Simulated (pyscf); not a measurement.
H₃C–S• -> •H₂C–SH (hydrogen shift; doublet surface; C–H broken, H–S formed). Single points on ωB97X-D3(BJ)/def2-SVP structures (PySCF, gas phase). MP2 and CC: frozen core, UHF for open shells. ΔMP2 is the change of the MP2 total energy from the triple- to the quadruple-zeta basis. Energies in kcal/mol from the reactant's lowest minimum found.

```
level                             barrier  reaction energy
--------------------------------  -------  ---------------
ωB97X-D3(BJ)/def2-TZVP                  ?            +10.4
r²SCAN/def2-TZVP                     37.3             +7.9
B3LYP-D3(BJ)/def2-TZVP               40.7            +10.1
M06-2X/def2-TZVP                     41.2            +11.8
ωB97M-D3(BJ)/def2-TZVP               40.5            +10.2
CCSD/def2-TZVPP                      42.9            +11.6
CCSD(T)/def2-TZVPP + ΔMP2(QZVPP)        ?                ?
```

Complete the blanks.


- ωB97X-D3(BJ)/def2-TZVP, barrier: 41.3
- CCSD(T)/def2-TZVPP + ΔMP2(QZVPP), barrier: 40.6
- CCSD(T)/def2-TZVPP + ΔMP2(QZVPP), reaction energy: +10.6

One saddle was located; it need not be the lowest between these sides. The CCSD(T) − MP2 part came from Ansatz, without density fitting, on the same reference.
